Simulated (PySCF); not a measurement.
Compound: C3H5NO2.
Atom-mapped SMILES: `[H]/[N:1]=[CH:2]/[CH2:3][O:4][CH:5]=[O:6]` (hydrogens: H7 on N1; H8 on C2; H9, H10 on C3; H11 on C5)

Structure used (GFN2-xTB), in Å, numbered top down from 1:
```xyz
11
C3H5NO2 angstrom
N     -2.0250    0.3781    1.1813
C     -0.9964    0.4802    0.4771
C     -0.0887   -0.7023    0.3095
O      1.2811   -0.3127    0.2125
C      1.7401   -0.0213   -0.9929
O      1.1304   -0.0592   -2.0197
H     -2.6137    1.2058    1.2301
H     -0.6729    1.3739   -0.0727
H     -0.1738   -1.3737    1.1644
H     -0.3778   -1.2280   -0.6108
H      2.8022    0.2619   -0.9048
```

The closed-shell ground state was solved at several levels (PySCF, density fitting, gas phase, non-relativistic).

| level | basis functions | HOMO (eV) | LUMO (eV) | gap (eV) | dipole (D) |
| --- | --- | --- | --- | --- | --- |
| PBE0/def2-SVPD | 166 | -7.91 | -0.68 | 7.23 | 1.41 |
| B3LYP/def2-SVPD | 166 | -7.69 | -0.96 | 6.73 | 1.41 |

Estimate the row for PBE0/pcSseg-1, a basis of 127 functions; the other rows only guide the guess.

HOMO -7.82 eV, LUMO -0.49 eV, gap 7.33 eV, dipole 1.41 D.

Over all these levels, which gives the widest orbital gap and which the narrowest?

PBE0/pcSseg-1 (global hybrid, 25 % exact exchange) has the widest, 7.33 eV, and B3LYP/def2-SVPD (global hybrid, 20 % exact exchange) the narrowest, 6.73 eV. Functional and basis both differ between the two, so the spread mixes both effects.

How far do the dipole and the HOMO energy spread over the levels?

The dipole runs from 1.41 to 1.41 D (mean 1.41 D) and the HOMO from -7.91 to -7.69 eV.

One conformer stands for the species.
